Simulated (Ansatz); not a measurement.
Calculation: frozen-core CCSD(T)/cc-pVTZ // PBE-D3(BJ)/def2-TZVP in Ansatz (a program for electronic structure).

Ansatz 0.2 input:
```yaml
crystal:
  periodic: [false, false, false]
  atoms:
    - { symbol: C, position_ang: [0.767405, -0.404207, 0.000774] }
    - { symbol: C, position_ang: [-0.475465, 0.003842, -0.009617] }
    - { symbol: H, position_ang: [1.767739, 0.019646, 0.03704] }
    - { symbol: H, position_ang: [-0.739164, 1.072873, 0.024507] }
    - { symbol: H, position_ang: [-1.320515, -0.692154, -0.052706] }
basis:
  gaussian: { orbitals: cc-pVTZ }
correlation:
  method: ccsd_t
magnetization:
  spin_polarized: true
  initial_magnetization: 1
```

Output:

```
Functional definition: HF
574 factors; integrals over basis functions are off by at most 1.1e-3 eV
mean field evaluation 1: about -2104.7836 eV, gradient 1.6e1 eV
mean field evaluation 2: about -2104.7863 eV, gradient 1.6e1 eV
mean field evaluation 4: about -2106.4990 eV, gradient 2.3e0 eV
mean field evaluation 8: about -2106.6322 eV, gradient 5.6e-1 eV
mean field evaluation 16: about -2106.6860 eV, gradient 2.8e-6 eV
mean field evaluation 32: about -2103.6535 eV, gradient 9.5e-2 eV
mean field -2106.68601630 eV, -77.4192831361 hartree, gradient 2.8e-6 eV, S^2 0.948865; 1 other end points of the search recorded, 0 dependent functions left out
determinant -2106.68601630 eV, -77.4192831361 hartree, with singles and doubles -2115.45555012 eV, -77.7415575596 hartree
determinant -2103.65370149 eV, -77.3078476220 hartree, with singles and doubles -2112.18974049 eV, -77.6215412695 hartree
2 core orbitals not correlated
reference -2106.68601630 eV, -77.4192831361 hartree; 6, 5 occupied and 94, 95 virtual orbitals, 574 factors
second order -7.75420680 eV of doubles, -0.00000000 eV of singles
cycle   1  -8.64203344 eV  change   -7.2e-1 eV  update   2.2e-2
cycle   2  -8.66716826 eV  change   -2.5e-2 eV  update   6.2e-3
cycle   3  -8.66959830 eV  change   -2.4e-3 eV  update   3.1e-3
cycle   4  -8.67481996 eV  change   -5.2e-3 eV  update   1.5e-3
cycle   5  -8.67706169 eV  change   -2.2e-3 eV  update   7.2e-4
cycle   6  -8.67809734 eV  change   -1.0e-3 eV  update   2.4e-4
cycle   7  -8.67836055 eV  change   -2.6e-4 eV  update   9.3e-5
cycle   8  -8.67843897 eV  change   -7.8e-5 eV  update   4.7e-5
cycle   9  -8.67843608 eV  change    2.9e-6 eV  update   2.1e-5
cycle  10  -8.67843962 eV  change   -3.5e-6 eV  update   9.1e-6
perturbative correction -0.37367938 eV, -0.0137324639 hartree
Total energy: -2115.73813530 eV, -77.7519423734 hartree
```

Cost: very roughly 15 core-seconds.
